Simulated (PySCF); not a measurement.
# BH at other levels of theory

What do other methods print for BH?

Computed with PySCF 2.14.0. Level: method and basis as typed in the scripts.

1 further run of the same task is left out (it didn't finish).

**1. The starting structure**

BH: 2 atoms, charge 0, spin multiplicity 1.

Bond lengths: B1–H2 1.135 Å.

**2. The run that the others are compared with**

Contents of input.py:

```python
from pyscf import gto, dft

mol = gto.M(
    atom='B 0 0 0; H 0 0 1.135',
    basis='sto-3g',
    charge=0,
    spin=0,
    symmetry=True,
    verbose=4,
)
mf = dft.UKS(mol, xc='pw91')
mf.kernel()
mf.dip_moment()
print('orbital energies (hartree):', [e[max(0, n-3):n+3].round(4) for e, n in zip(mf.mo_energy, mol.nelec)])
```

Command:

```
> OMP_NUM_THREADS=1 python input.py
```

The log of the run (excerpt; [...] marks lines left out):

```text
[lines on the frontier levels of each cycle are left out]
PySCF version 2.14.0

[INPUT] verbose = 4
[INPUT] num. atoms = 2
[INPUT] num. electrons = 6
[INPUT] charge = 0
[INPUT] spin (= nelec alpha-beta = 2S) = 0
[INPUT] symmetry True subgroup None
[INPUT] Mole.unit = angstrom
[INPUT] Symbol           X                Y                Z      unit          X                Y                Z       unit  Magmom
[INPUT]  1 B      0.000000000000   0.000000000000   0.000000000000 AA    0.000000000000   0.000000000000   0.000000000000 Bohr   0.0
[INPUT]  2 H      0.000000000000   0.000000000000   1.135000000000 AA    0.000000000000   0.000000000000   2.144839151381 Bohr   0.0

nuclear repulsion = 2.33117714061674
point group symmetry = Coov
symmetry origin: [0.         0.         0.35747319]
symmetry axis x: [1. 0. 0.]
symmetry axis y: [0. 1. 0.]
symmetry axis z: [0. 0. 1.]
num. orbitals of irrep A1 = 4
num. orbitals of irrep E1x = 1
num. orbitals of irrep E1y = 1
number of shells = 4
number of NR pGTOs = 18
number of NR cGTOs = 6
basis = sto-3g
ecp = {}

******** <class 'pyscf.dft.uks_symm.SymAdaptedUKS'> ********
method = SymAdaptedUKS
initial guess = minao
damping factor = 0
level_shift factor = 0
DIIS = <class 'pyscf.scf.diis.CDIIS'>
diis_start_cycle = 1
diis_space = 8
diis_damp = 0
SCF conv_tol = 1e-09
SCF conv_tol_grad = None
SCF max_cycles = 50
direct_scf = True
direct_scf_tol = 1e-13
number electrons alpha = 3  beta = 3
XC library pyscf.dft.libxc version 7.0.0
    S. Lehtola, C. Steigemann, M. J.T. Oliveira, and M. A.L. Marques.,  SoftwareX 7, 1–5 (2018)
XC functionals = pw91
    J. P. Perdew. In P. Ziesche and H. Eschrig, editors, Proceedings of the 75. WE-Heraeus-Seminar and 21st Annual International Symposium on Electronic Structure of Solids, 11. Berlin, 1991. Akademie Verlag.
    J. P. Perdew, J. A. Chevary, S. H. Vosko, K. A. Jackson, M. R. Pederson, D. J. Singh, and C. Fiolhais.,  Phys. Rev. B 46, 6671 (1992)
    J. P. Perdew, J. A. Chevary, S. H. Vosko, K. A. Jackson, M. R. Pederson, D. J. Singh, and C. Fiolhais.,  Phys. Rev. B 48, 4978 (1993)
    J. P. Perdew. In P. Ziesche and H. Eschrig, editors, Proceedings of the 75. WE-Heraeus-Seminar and 21st Annual International Symposium on Electronic Structure of Solids, 11. Berlin, 1991. Akademie Verlag.
    J. P. Perdew, J. A. Chevary, S. H. Vosko, K. A. Jackson, M. R. Pederson, D. J. Singh, and C. Fiolhais.,  Phys. Rev. B 46, 6671 (1992)
    J. P. Perdew, J. A. Chevary, S. H. Vosko, K. A. Jackson, M. R. Pederson, D. J. Singh, and C. Fiolhais.,  Phys. Rev. B 48, 4978 (1993)
radial grids:
    Treutler-Ahlrichs [JCP 102, 346 (1995); DOI:10.1063/1.469408] (M4) radial grids

becke partition: Becke, JCP 88, 2547 (1988); DOI:10.1063/1.454033
pruning grids: <function nwchem_prune>
grids dens level: 3
symmetrized grids: True
atomic radii adjust function: <function treutler_atomic_radii_adjust>
small_rho_cutoff = 0
Freeze 0 electrons in irreps []
    6 free electrons in irreps A1 E1x E1y
Set gradient conv threshold to 3.16228e-05
tot grids = 23856
init E= -24.7636607993106
cycle= 1 E= -24.8808889544306  delta_E= -0.117  |g|= 0.0439  |ddm|= 1.04
cycle= 2 E= -24.8827138578552  delta_E= -0.00182  |g|= 0.00838  |ddm|= 0.134
cycle= 3 E= -24.882767951788  delta_E= -5.41e-05  |g|= 0.002  |ddm|= 0.0169
cycle= 4 E= -24.8827716786765  delta_E= -3.73e-06  |g|= 1.85e-05  |ddm|= 0.00511
cycle= 5 E= -24.8827716792573  delta_E= -5.81e-10  |g|= 2.32e-06  |ddm|= 7.92e-05
Extra cycle  E= -24.8827716792643  delta_E= -6.96e-12  |g|= 8.21e-07  |ddm|= 7.37e-06
converged SCF energy = -24.8827716792643  <S^2> = 1.2416734e-12  2S+1 = 1
Dipole moment(X, Y, Z, Debye):  0.00000,  0.00000,  1.05796
orbital energies (hartree): [array([-6.2594, -0.3833, -0.0651,  0.0102,  0.0102,  0.5031]), array([-6.2594, -0.3833, -0.0651,  0.0102,  0.0102,  0.5031])]
```

Wall time 1.4 s (1 thread of Intel Xeon Platinum 8488C, shared host); peak memory 0.11 GiB.

It gives: E(SCF) = -24.882772 Eh, 5 cycles, μ = 1.06 D.

The bond length is a typed value, not an optimised one.

**3. RKS**

Variant 1 changes SCF type: UKS → RKS.

Contents of input.py:

```python
from pyscf import gto, dft

mol = gto.M(
    atom='B 0 0 0; H 0 0 1.135',
    basis='sto-3g',
    charge=0,
    spin=0,
    symmetry=True,
    verbose=4,
)
mf = dft.RKS(mol, xc='pw91')
mf.kernel()
mf.dip_moment()
print('orbital energies (hartree):', mf.mo_energy[..., max(0, mol.nelec[1]-3):mol.nelec[0]+3].round(4))
```

Command:

```
> OMP_NUM_THREADS=1 python input.py
```

The log of the run (excerpt; [...] marks lines left out):

```text
[... 28 set-up lines left out, the same as in an earlier log ...]
******** <class 'pyscf.dft.rks_symm.SymAdaptedRKS'> ********
method = SymAdaptedRKS
[... 33 set-up lines left out, the same as in an earlier log ...]
Initial guess from minao.
[... 1 set-up line left out, the same as in an earlier log ...]
init E= -24.8247880541893
cycle= 1 E= -24.8805406669043  delta_E= -0.0558  |g|= 0.0648  |ddm|= 1.46
cycle= 2 E= -24.8827396209368  delta_E= -0.0022  |g|= 0.00807  |ddm|= 0.232
cycle= 3 E= -24.8827715223243  delta_E= -3.19e-05  |g|= 0.00059  |ddm|= 0.0228
cycle= 4 E= -24.8827716791209  delta_E= -1.57e-07  |g|= 1.7e-05  |ddm|= 0.00144
cycle= 5 E= -24.8827716792651  delta_E= -1.44e-10  |g|= 6.58e-08  |ddm|= 4.99e-05
Extra cycle  E= -24.8827716792651  delta_E= -1.42e-14  |g|= 3.67e-08  |ddm|= 2.95e-07
converged SCF energy = -24.8827716792651
Dipole moment(X, Y, Z, Debye):  0.00000,  0.00000,  1.05795
orbital energies (hartree): [-6.2594 -0.3833 -0.0651  0.0102  0.0102  0.5031]
```

Run time: 0.8 s. Hardware: 1 thread of Intel Xeon Platinum 8488C, shared host.

This run: E(SCF) = -24.882772 Eh (no change), 5 cycles, μ = 1.06 D.

**4. Gradient**

Variant 2 changes step after the SCF: none → gradient.

input.py: that of step 2 with these lines changed.

```diff
@@ -12,2 +12,5 @@
 mf.kernel()
+g = mf.nuc_grad_method()
+g.grid_response = True
+g.kernel()
 mf.dip_moment()
```

Command:

```
> OMP_NUM_THREADS=1 python input.py
```

The log of the run (excerpt; [...] marks lines left out):

```text
[lines on the frontier levels of each cycle are left out]
[... 65 set-up lines left out, the same as in an earlier log ...]
init E= -24.7636607993106
cycle= 1 E= -24.8808889544306  delta_E= -0.117  |g|= 0.0439  |ddm|= 1.04
cycle= 2 E= -24.8827138578552  delta_E= -0.00182  |g|= 0.00838  |ddm|= 0.134
cycle= 3 E= -24.882767951788  delta_E= -5.41e-05  |g|= 0.002  |ddm|= 0.0169
cycle= 4 E= -24.8827716786765  delta_E= -3.73e-06  |g|= 1.85e-05  |ddm|= 0.00511
cycle= 5 E= -24.8827716792573  delta_E= -5.81e-10  |g|= 2.32e-06  |ddm|= 7.92e-05
Extra cycle  E= -24.8827716792643  delta_E= -6.96e-12  |g|= 8.21e-07  |ddm|= 7.37e-06
converged SCF energy = -24.8827716792643  <S^2> = 1.2416734e-12  2S+1 = 1

******** <class 'pyscf.grad.uks.Gradients'> for <class 'pyscf.dft.uks_symm.SymAdaptedUKS'> ********
unit = Eh/Bohr
grid_response = True
--------------- SymAdaptedUKS gradients ---------------
         x                y                z
0 B     0.0000000000     0.0000000000     0.0691777614
1 H     0.0000000000     0.0000000000    -0.0691777614
----------------------------------------------
Dipole moment(X, Y, Z, Debye):  0.00000,  0.00000,  1.05796
orbital energies (hartree): [array([-6.2594, -0.3833, -0.0651,  0.0102,  0.0102,  0.5031]), array([-6.2594, -0.3833, -0.0651,  0.0102,  0.0102,  0.5031])]
```

Run time: 2 s. Hardware: 1 thread of Intel Xeon Platinum 8488C, shared host.

This run: E(SCF) = -24.882772 Eh (no change), 5 cycles, μ = 1.06 D, gradient on the second atom -0.0692 Eh/bohr.

**5. FCI (UHF)**

Variant 3 changes step after the SCF: none → fci; SCF type: UKS → UHF; functional: pw91 → none (Hartree–Fock).

input.py: that of step 2 with these lines changed.

```diff
@@ -1,2 +1,2 @@
-from pyscf import gto, dft
+from pyscf import gto, scf, fci
 
@@ -10,4 +10,5 @@
 )
-mf = dft.UKS(mol, xc='pw91')
+mf = scf.UHF(mol)
 mf.kernel()
+print('E(FCI) =', fci.FCI(mf).kernel()[0])
 mf.dip_moment()
```

Command:

```
> OMP_NUM_THREADS=1 python input.py
```

The log of the run (excerpt; [...] marks lines left out):

```text
[lines on the frontier levels of each cycle are left out]
[... 28 set-up lines left out, the same as in an earlier log ...]
******** <class 'pyscf.scf.uhf_symm.SymAdaptedUHF'> ********
method = SymAdaptedUHF
[... 16 set-up lines left out, the same as in an earlier log ...]
init E= -24.4580517660489
cycle= 1 E= -24.7426486962816  delta_E= -0.285  |g|= 0.0768  |ddm|= 1.01
cycle= 2 E= -24.7490541347401  delta_E= -0.00641  |g|= 0.0166  |ddm|= 0.208
cycle= 3 E= -24.7493807906754  delta_E= -0.000327  |g|= 0.00212  |ddm|= 0.0558
cycle= 4 E= -24.7493857737923  delta_E= -4.98e-06  |g|= 3.49e-05  |ddm|= 0.00697
cycle= 5 E= -24.749385774719  delta_E= -9.27e-10  |g|= 3.34e-06  |ddm|= 6.33e-05
Extra cycle  E= -24.7493857747327  delta_E= -1.36e-11  |g|= 1.35e-06  |ddm|= 8.64e-06
converged SCF energy = -24.7493857747327  <S^2> = 9.4413366e-12  2S+1 = 1
E(FCI) = -24.80366986756861
Dipole moment(X, Y, Z, Debye):  0.00000,  0.00000,  1.12504
orbital energies (hartree): [array([-7.3353, -0.6029, -0.2446,  0.2702,  0.2702,  0.7963]), array([-7.3353, -0.6029, -0.2446,  0.2702,  0.2702,  0.7963])]
```

Wall time 0.95 s (1 thread of Intel Xeon Platinum 8488C, shared host).

This run: E(SCF) = -24.749386 Eh, 5 cycles, E(FCI) − E(SCF) = -0.05428 Eh, μ = 1.13 D (of the SCF density).

**6. ROKS**

Variant 4 changes SCF type: UKS → ROKS.

Contents of input.py:

```python
from pyscf import gto, dft

mol = gto.M(
    atom='B 0 0 0; H 0 0 1.135',
    basis='sto-3g',
    charge=0,
    spin=0,
    symmetry=True,
    verbose=4,
)
mf = dft.ROKS(mol, xc='pw91')
mf.kernel()
mf.dip_moment()
print('orbital energies (hartree):', mf.mo_energy[..., max(0, mol.nelec[1]-3):mol.nelec[0]+3].round(4))
```

Command:

```
> OMP_NUM_THREADS=1 python input.py
```

The log of the run (excerpt; [...] marks lines left out):

```text
[... 28 set-up lines left out, the same as in an earlier log ...]
******** <class 'pyscf.dft.rks_symm.SymAdaptedROKS'> ********
method = SymAdaptedROKS
[... 12 set-up lines left out, the same as in an earlier log ...]
num. doubly occ = 3  num. singly occ = 0
[... 22 set-up lines left out, the same as in an earlier log ...]
init E= -24.8247880541893
cycle= 1 E= -24.8805406669042  delta_E= -0.0558  |g|= 0.0648  |ddm|= 1.03
cycle= 2 E= -24.8827396209368  delta_E= -0.0022  |g|= 0.00807  |ddm|= 0.164
cycle= 3 E= -24.8827715223243  delta_E= -3.19e-05  |g|= 0.00059  |ddm|= 0.0161
cycle= 4 E= -24.8827716791209  delta_E= -1.57e-07  |g|= 1.7e-05  |ddm|= 0.00102
cycle= 5 E= -24.8827716792651  delta_E= -1.44e-10  |g|= 6.58e-08  |ddm|= 3.53e-05
Extra cycle  E= -24.8827716792651  delta_E=    0  |g|= 3.67e-08  |ddm|= 2.09e-07
converged SCF energy = -24.8827716792651
Dipole moment(X, Y, Z, Debye):  0.00000,  0.00000,  1.05795
orbital energies (hartree): [-6.2594 -0.3833 -0.0651  0.0102  0.0102  0.5031]
```

Wall time 1.3 s (1 thread of Intel Xeon Platinum 8488C, shared host).

This run: E(SCF) = -24.882772 Eh (no change), 5 cycles, μ = 1.06 D.

**7. Side by side**

| run | E(SCF) (hartree) | from base (eV) | cycles | gap (eV) | SCF dipole (D) | after the SCF |
| --- | --- | --- | --- | --- | --- | --- |
| base | -24.882772 | 0 | 5 | 2.05 | 1.06 | n/a |
| RKS | -24.882772 | 0.0000 | 5 | 2.05 | 1.06 | n/a |
| gradient | -24.882772 | 0.0000 | 5 | 2.05 | 1.06 | n/a |
| FCI (UHF) | -24.749386 | not comparable | 5 | 14.01 | 1.13 | FCI correlation -1.477 eV |
| ROKS | -24.882772 | 0.0000 | 5 | n/a | 1.06 | n/a |

Wall time on 1 thread of Intel Xeon Platinum 8488C, shared host, start-up included: base 1.4 s; RKS 0.8 s; gradient 2 s; FCI (UHF) 0.95 s; ROKS 1.3 s.

No change of the SCF energy comes from RKS or ROKS. With RKS, ROKS the path hardly changes: 5 cycles against 5.
